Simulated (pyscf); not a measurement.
**Four-centre exchange: HO–Bi(OH)–OH (SMILES [OH][Bi]([OH])[OH]) + H₂ (SMILES [H][H]) -> HO–BiH–OH (SMILES [OH][BiH][OH]) + H₂O (SMILES O)**

Gas phase, singlet surface, charge 0. Bonds broken: Bi1–O2, H8–H9. Bonds formed: Bi1–H8, O2–H9. Optimised with ωB97X-D3(BJ)/def2-SVP in PySCF.

Transition state (Å):

```xyz
9

Bi    -0.6210    -0.9299     0.2061
O     -0.8628     1.2040     0.9680
O     -0.1622    -0.5866    -1.7860
O     -2.6059    -0.8569    -0.4174
H     -1.3623     1.7841     0.3738
H      0.7067    -0.1706    -1.8655
H     -2.6074    -0.5797    -1.3458
H      1.1634     0.5331     0.4511
H      0.2775     1.1335     0.7201
```

One imaginary mode, 1281i cm⁻¹; descent along it reached the two sides named, in the forms told below.

```tsv
bond	change	reactant side (Å)	saddle	product side
Bi1–O2	breaks	2.085	2.279	2.7
H8–H9	breaks	0.763	1.104	2.9
Bi1–H8	forms	4.3	2.320	1.814
O2–H9	forms	2.405	1.169	0.965
```

Electronic energies relative to the separated reactants (kJ/mol):

| level | barrier | reaction energy | reverse barrier |
|---|---|---|---|
| ωB97X-D3(BJ)/def2-TZVP | 135.2 | +40.0 | 95.2 |
| PBE/def2-TZVP | 116.0 | +40.0 | 76.0 |
| r²SCAN/def2-TZVP | 124.6 | +44.6 | 80.0 |
| B3LYP-D3(BJ)/def2-TZVP | 130.7 | +39.0 | 91.7 |
| PBE0-D3(BJ)/def2-TZVP | 121.5 | +29.9 | 91.5 |
| M06-2X/def2-TZVP | 141.8 | +44.7 | 97.1 |
| ωB97M-D3(BJ)/def2-TZVP | 134.7 | +31.4 | 103.3 |
| HF/def2-TZVP | 185.5 | +8.6 | 176.9 |

With ωB97M-D3(BJ)/def2-TZVP energies and thermal terms (ideal gas, 1 atm, RRHO with modes under 100 cm⁻¹ raised to 100, one conformer, R ln 2 for chiral ones without a mode under 150 cm⁻¹), in kJ/mol:

```csv
T (K),ΔH‡,ΔG‡,ΔH,ΔG
298,136.7,171.7,+41.7,+30.6
600,132.6,209.0,+36.9,+21.3
900,131.8,247.4,+33.2,+14.3
1200,132.7,285.9,+30.4,+8.5
```

On the product side the descent ends in a bound adduct (not fully relaxed), 47.9 kJ/mol under the separated species and 143.1 kJ/mol under the saddle at ωB97X-D3(BJ)/def2-TZVP. At the saddle there is also a short Bi–H contact that neither side keeps. One saddle was located; it need not be the lowest between these sides. Elements past Kr carry the def2 core potentials, without spin-orbit coupling.
